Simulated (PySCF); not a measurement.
# [AlClH3]-: 4 charge schemes on one density

Species: [AlClH3]- (charge -1).
Geometry (PBE0-D3(BJ)/def2-SVP, Å), atoms numbered from 1 in this order:
```
atom  x, y, z in Å
Al1   -0.0010    0.0016   -0.1388
Cl2    0.0145   -0.0229    2.0950
H3     1.5495    0.0120   -0.6629
H4    -0.7858    1.3506   -0.6319
H5    -0.7772   -1.3413   -0.6615
```

Density: PBE0/pcSseg-1 (pcSseg-2 on Al) (PySCF); schemes: Mulliken, IAO, Hirshfeld and ESP-fitted. Geometry: PBE0-D3(BJ)/def2-SVP; no solvent, vibrations or thermal averaging. The pcSseg-1 basis has no diffuse functions, a weakness for an anion.

Which atoms carry the lowest charge in the Mulliken, IAO, Hirshfeld and ESP-fitted schemes?

All schemes agree: Mulliken Cl2 (-0.564); IAO Cl2 (-0.524); Hirshfeld Cl2 (-0.394); ESP-fitted Cl2 (-0.537).

For which atoms does the sign change between the 4 schemes (beyond +0.03 e in one, beyond −0.03 e in another)?

For none.

Do the Mulliken, IAO, Hirshfeld and ESP-fitted schemes agree on where the charge is highest?

All schemes agree: Mulliken Al1 (+0.518); IAO Al1 (+0.325); Hirshfeld Al1 (+0.139); ESP-fitted Al1 (+0.649).

What partial charge does each atom carry?

In e:

```csv
atom,environment,Mulliken,IAO,Hirshfeld,ESP-fitted
Al1,aluminium bonded to Cl and 3 H,+0.518,+0.325,+0.139,+0.649
Cl2,chlorine bonded to Al,-0.564,-0.524,-0.394,-0.537
H3,hydrogen on Al1,-0.318,-0.267,-0.248,-0.371
H4,hydrogen on Al1,-0.318,-0.267,-0.248,-0.371
H5,hydrogen on Al1,-0.318,-0.267,-0.248,-0.370
```

Mean size of the charges over all atoms: ESP-fitted 0.460 e, Mulliken 0.407 e, IAO 0.330 e, Hirshfeld 0.255 e. Each set sums to the total charge, -1, to within 0.001 e. The ESP scheme is a least-squares fit of atom-centred charges to the potential on four shells outside the van der Waals surface, with the total charge fixed. The IAO scheme projects the occupied orbitals on a minimal set of polarised atomic orbitals and counts the electrons in each atom's part of it.

How many electrons does the ESP-fitted scheme count on Cl2?

Z − q = 17 − (-0.537) = 17.537.

Sum the charges by element, for elements with more than one atom.

| element | atoms | Mulliken | IAO | Hirshfeld | ESP-fitted |
| --- | --- | --- | --- | --- | --- |
| H | 3 | -0.954 | -0.801 | -0.745 | -1.112 |
